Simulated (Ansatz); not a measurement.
A calculation on hcp Mg returned lattice constant a 3.196 Å, lattice parameter c 5.187 Å.

For reference: lattice constant a 3.209 Å (measured, 293 K, not corrected to a static lattice; as tabulated in Wikipedia's data pages); lattice parameter c 5.210 Å (measured, 293 K, not corrected to a static lattice; as tabulated in Wikipedia's data pages).

Q: Which level of theory produced these numbers?
(A) r²SCAN (Ansatz, an electronic-structure program)
(B) r²SCAN0 (Ansatz)
(C) PBE (Ansatz)
(D) r²SCAN+rVV10 (Ansatz)

A: C, PBE (Ansatz)

The others give: r²SCAN0 3.185 Å, 5.134 Å; r²SCAN+rVV10 3.175 Å, 5.151 Å; r²SCAN 3.180 Å, 5.152 Å.

Unless a cell is named, each level is at its own relaxed cell (PBE 22.95, r²SCAN 22.57, r²SCAN+rVV10 22.48, r²SCAN0 22.56 Å³/atom).

Ansatz's density-functional and Hartree–Fock values are scalar-relativistic unless marked +SOC, with PAW data made under PBE.
